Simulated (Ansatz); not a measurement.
# [H···H···SiH$_{2}$], singlet: the ladder up to full CI

Geometry: a point of a hydrogen-transfer path between rigid fragments, not a stationary point.

```tsv
atom	x (Å)	y (Å)	z (Å)
H	-2.7123	0.0549	0.0000
H	-1.8763	0.0549	0.0000
Si	0.1127	0.0549	0.0000
H	0.7248	-0.8194	1.0900
H	0.7248	-0.8194	-1.0900
```

Basis 6-31G; Ansatz 0.2.0. Only valence electrons are correlated (noble-gas cores frozen), which leaves 8 electrons in 16 orbitals. Prefix R: restricted or restricted open-shell reference; prefix U: unrestricted. Active spaces: valence = (8e, 8o) chosen from the atoms' valence shells; pair = (2e, 2o) about the gap.

Full CI is exact within this basis and frozen core; it isn't the basis-set limit. The frozen core follows each run's orbitals, which can shift R against U totals by a few meV.

Unrestricted rows (U) aren't spin-pure: their determinants' ⟨S²⟩ exceeds S(S+1) by up to 0.34, so they mix in states of higher spin.

```
UHF ⟨S²⟩                          : 0.335
T1 diagnostic (RCCSD)             : 0.0114
largest doubles amplitude (RCCSD) : 0.117
```

```csv
level,E − E(full CI) (meV),share of correlation (%),wall time
RHF,2590,0.00,–
UHF,2531,2.29,0.27 s
RMP2,805,68.92,–
CISD,166,93.57,0.24 s
RCCSD,37,98.59,–
RCCSD(T),12,99.56,0.3 s
BCCD(T),11,99.56,0.18 s
RCCSDT,2,99.91,–
CISDTQ,4,99.83,0.6 s
RCCSDT(Q),1,99.97,0.42 s
RCCSDTQ,0,100.00,2.7 s
CASSCF (pair space),2026,21.77,–
NEVPT2 (pair space),692,73.27,0.21 s
CASSCF (valence space),685,73.57,–
NEVPT2 (valence space),210,91.90,1.9 s
MRCISD (valence space),25,99.04,–
MRCISD+Q (valence space),14,99.46,2.6 s
MRCISD+Q(relaxed) (valence space),-1,100.06,2.8 s
```

The correlation energy at full CI, counted from RHF, is -2.590 eV. That run took 4.1 s on 1 thread of Intel Xeon 6975P-C, shared host over 1,656,848 determinants.

Times hold each run's SCF and search for its determinant on a shared host, so for small cases they say little of a method's own cost; they ran on 1 thread of Intel Xeon 6975P-C.

The full-CI state has the irrep A' of Cs, in the program's axes.

Natural occupations of full CI about the gap: 1.975 1.966 1.961 1.913 0.069 0.040 0.028 0.023 0.008 0.005; effectively unpaired electrons, Σ n²(2−n)², 0.07.
